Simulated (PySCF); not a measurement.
Vibration and rotation of SiF⁺

RHF-CCSD(T) constants of SiF⁺, ¹Σ⁺ (singlet), closed shell (PySCF, no relativity, basis sets Si STO-3G, F STO-3G; masses 27.9769 and 18.9984 u):

* ωe: 1042.1 cm⁻¹
* ωexe: 3.02 cm⁻¹
* Be: 0.6078 cm⁻¹
* αe: 0.00330 cm⁻¹
* D (centrifugal): 8.27e-07 cm⁻¹

**Question.** Give the band origin of the fundamental and the first lines of its P and R branches.

**Answer.** ν0 = ωe − 2ωexe = 1036.1 cm⁻¹, B0 = 0.60615, B1 = 0.60285 cm⁻¹.

```
J″  P(J″) − ν0  R(J″) − ν0
 0                   1.206
 1      -1.212       2.405
 2      -2.431       3.597
 3      -3.657       4.783
 4      -4.889       5.962
 5      -6.127       7.134
 6      -7.372       8.300
```

**Question.** Near which J would the R branch turn back, without centrifugal distortion?

**Answer.** At J ≈ (B0 + B1)/(2(B0 − B1)) − 1 ≈ 180.

Correlated steps freeze 6 core orbitals. The CCSD T1 diagnostic is raised, a sign that a single reference may not be enough here. STO-3G is very small, so such numbers show the basis as much as the molecule.
